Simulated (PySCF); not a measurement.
# EPR parameters of C4H6N

C4H6N (doublet state).
SMILES with atom numbers: `[CH:1]1[CH2:2][CH2:3][CH:4]=[N:5]1` (hydrogens: H6 on C1; H7, H8 on C2; H9, H10 on C3; H11 on C4)

Level of theory: UKS B3LYP, pcH-1 on C H N, non-relativistic, mean-field spin-orbit, GIAO in PySCF. Geometry: GFN2-xTB; no solvent, vibrations or thermal averaging. The geometry wasn't refined by DFT: couplings that depend on bond lengths, twists or pyramidal angles can differ widely from those at the functional's own minimum. Stability of the SCF solution: not tested.

```json
{
 "g1, g2, g3": "2.00216, 2.00246, 2.00254",
 "g_iso": "2.00239",
 "Form of g": "rhombic: the two nearest values differ by 21 % of g3 − g1",
 "⟨S²⟩": "0.7721 (exact 0.7500)",
 "α and β electrons": "19, 18",
 "HOMO–LUMO gap, α and β orbitals": "5.45, 5.38 eV"
}
```

Hyperfine couplings atom by atom, in 10⁻⁴ cm⁻¹; T1 to T3 are the principal values of the dipolar part (1 × 10⁻⁴ cm⁻¹ = 2.998 MHz):

```tsv
atom	isotope	a_iso	T1	T2	T3	Mulliken spin population
C1	13C	20.4	-18.0	-17.1	35.1	0.63
C2	13C	-6.1	-0.3	0.1	0.2	-0.05
C3	13C	-6.1	-0.3	0.1	0.2	-0.05
C4	13C	20.4	-18.0	-17.1	35.0	0.63
N5	14N	-3.8	-4.5	2.1	2.4	-0.20
H6	1H	-15.0	-8.6	-0.2	8.7	-0.03
H7	1H	23.1	-1.3	-0.7	2.0	0.03
H8	1H	23.2	-1.3	-0.7	2.0	0.03
H9	1H	23.1	-1.3	-0.7	2.0	0.03
H10	1H	23.2	-1.3	-0.7	2.0	0.03
H11	1H	-15.0	-8.6	-0.2	8.7	-0.03
```

The Mulliken spin populations are largest on C1 (+0.63), C4 (+0.63) and N5 (-0.20). The angles at C1 add up to 360.0°, so it is planar; its axial dipolar tensor and the negative coupling of its proton fit spin in a p orbital normal to that plane.

Axes: g2 points within 12° of the C3–C4 bond.

Under fast tumbling the dipolar parts average out, and these isotropic splittings remain: 4 × 1H (H7/H8/H9/H10, I = 1/2, 5 lines) with 2.48 mT, 2 × 1H (H6/H11, I = 1/2, 3 lines) with 1.60 mT and 1 × 14N (N5, I = 1, 3 lines) with 0.41 mT.

Means are taken over nuclei equivalent by connectivity, which assumes that they swap fast.

The 13C coupling of C1/C4 (mean 61.3 MHz) shows only in satellite lines or after enrichment, since that isotope makes up about 1.07 % of natural carbon.
